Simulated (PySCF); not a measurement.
Geometries of 3 isomers of C2H6O3S, from PBE0-D3(BJ)/def2-SVP geometry optimisation, gas phase (PySCF). One conformer each, no zero-point energy, no frequencies.

Task: Which isomer lies lowest at this level?
A.
```xyz
12
angstrom
C      1.847    0.342   -0.743
O      0.615    0.622   -0.086
S     -0.424   -0.631   -0.020
C     -1.767    0.246    0.717
O      0.089   -1.618    0.912
O     -0.769   -1.023   -1.374
H      2.369   -0.494   -0.250
H      2.450    1.253   -0.657
H      1.676    0.103   -1.803
H     -2.578   -0.484    0.829
H     -2.063    1.060    0.045
H     -1.443    0.623    1.694
```
B.
```xyz
12
angstrom
C     -2.473    0.037    0.040
O     -1.185    0.593   -0.150
S      0.008   -0.204    0.664
O      0.064   -1.584    0.176
O      1.127    0.693   -0.151
C      2.461    0.259    0.043
H     -2.510   -1.010   -0.300
H     -3.158    0.639   -0.568
H     -2.793    0.090    1.096
H      2.595   -0.782   -0.290
H      3.088    0.918   -0.570
H      2.775    0.350    1.098
```
C.
```xyz
12
angstrom
C      1.437    0.415   -0.372
C      0.501   -0.400    0.492
S     -1.192    0.155    0.394
O     -1.220    1.596    0.515
O     -2.022   -0.701    1.224
O     -1.551   -0.207   -1.154
H      1.171    0.324   -1.435
H      1.389    1.477   -0.094
H      2.470    0.063   -0.242
H      0.476   -1.469    0.232
H      0.734   -0.320    1.565
H     -2.194   -0.932   -1.124
```

Result: C. That is `CCS(=O)(=O)O`, 10.6 kcal/mol below the next.

```json
{"SMILES": "CCS(=O)(=O)O", "atoms numbered as above": "[CH3:1][CH2:2][S:3](=[O:4])(=[O:5])[OH:6]", "E (Eh)": "-702.81004", "relative (kcal/mol)": "0.0", "relative (kJ/mol)": "0.0", "dipole (D)": "3.77"}
{"SMILES": "COS(C)(=O)=O", "atoms numbered as above": "[CH3:1][O:2][S:3]([CH3:4])(=[O:5])=[O:6]", "E (Eh)": "-702.79316", "relative (kcal/mol)": "10.6", "relative (kJ/mol)": "44.3", "dipole (D)": "2.93"}
{"SMILES": "COS(=O)OC", "atoms numbered as above": "[CH3:1][O:2][S:3](=[O:4])[O:5][CH3:6]", "E (Eh)": "-702.78360", "relative (kcal/mol)": "16.6", "relative (kJ/mol)": "69.4", "dipole (D)": "1.45"}
```

As drawn, the lowest has an O–H bond, which the highest lacks.
